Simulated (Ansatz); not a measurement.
Start from `O=C=CF` and change one element to get `FC=C=S`.

Ansatz, PBE0-D4/def2-TZVP geometries, multiplicity 1. 

| property | `O=C=CF` |
| --- | --- |
| LUMO energy (ωB97M-V/def2-TZVPP) / eV | 0.26 |
| HOMO energy (PBE/def2-TZVPP) / eV | -5.63 |
| ideal-gas entropy at 298 K and 1 bar (rigid rotor, harmonic PBE0-D4/def2-TZVP) / J/(mol·K) | 272 |
| HOMO energy (PBE0/def2-TZVPP) / eV | -6.99 |
| LUMO energy (PBE/def2-TZVPP) / eV | -3.26 |
| LUMO energy (PBE0/def2-TZVPP) / eV | -2.11 |

Problem. Give the same properties after the change, and the shifts. (Estimate.)

Solution. Ansatz gave: 
```tsv
property	`FC=C=S`	shift
LUMO energy (ωB97M-V/def2-TZVPP) / eV	-0.75	-1.01
HOMO energy (PBE/def2-TZVPP) / eV	-5.42	0.21
ideal-gas entropy at 298 K and 1 bar (rigid rotor, harmonic PBE0-D4/def2-TZVP) / J/(mol·K)	283	11
HOMO energy (PBE0/def2-TZVPP) / eV	-6.57	0.42
LUMO energy (PBE/def2-TZVPP) / eV	-3.92	-0.66
LUMO energy (PBE0/def2-TZVPP) / eV	-2.99	-0.88
```

With PBE0 the HOMO rises by 0.42 eV and the LUMO falls by 0.88 eV, so the gap narrows by about 1.30 eV. PBE moves the HOMO by 0.21 eV and ωB97M-V by 0.61 eV.
